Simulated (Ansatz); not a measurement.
**Sr: from a trial structure to a relaxed crystal**

These are results of DFT PBEsol, scalar-relativistic, plane waves, PAW in Ansatz 0.2.0, not measurements. Cutoff 420 eV, Γ-centred k mesh, Gaussian smearing, no spin polarisation in the final step.

Sr was placed on the diamond structure type (Fd-3m, No. 227), at a guessed volume.

```
CELL_PARAMETERS angstrom
0.00000 4.02633 4.02633
4.02633 0.00000 4.02633
4.02633 4.02633 0.00000
ATOMIC_POSITIONS crystal
Sr 0.50000 0.50000 0.50000
Sr 0.75000 0.75000 0.75000
```

Cell and atoms relax at zero pressure; the relaxation can't lower the symmetry of the start.

Energies count from the standard state of Sr at the same level.

What does it relax into?

It keeps Fd-3m (No. 227). The result has the diamond structure. Conventional cell: a = 9.376 Å. Around Sr lie 4 Sr at 4.06 Å.

```cif
data_structure
_symmetry_space_group_name_H-M 'Fd-3m:1'
_symmetry_Int_Tables_number 227
_cell_length_a 9.3756
_cell_length_b 9.3756
_cell_length_c 9.3756
_cell_angle_alpha 90.000
_cell_angle_beta 90.000
_cell_angle_gamma 90.000
_cell_volume 824.14
loop_
_atom_site_label
_atom_site_type_symbol
_atom_site_symmetry_multiplicity
_atom_site_Wyckoff_symbol
_atom_site_fract_x
_atom_site_fract_y
_atom_site_fract_z
_atom_site_occupancy
Sr1 Sr 8 b 0.00000 0.00000 0.50000 1
```

What are its volume, energy, density and gap?

The volume per atom is 103.02 Å³ and the density is 1.41 g/cm³. The energy over the standard structure is 1.04 eV/atom and the gap on the 10×10×10 mesh is 0 eV (a metal).

The final run used a 10×10×10 mesh on its 2-atom cell and 0.10 eV smearing. The k mesh leaves about 4 meV/atom of noise in metals. A structure relaxed within its symmetry needn't be a true minimum.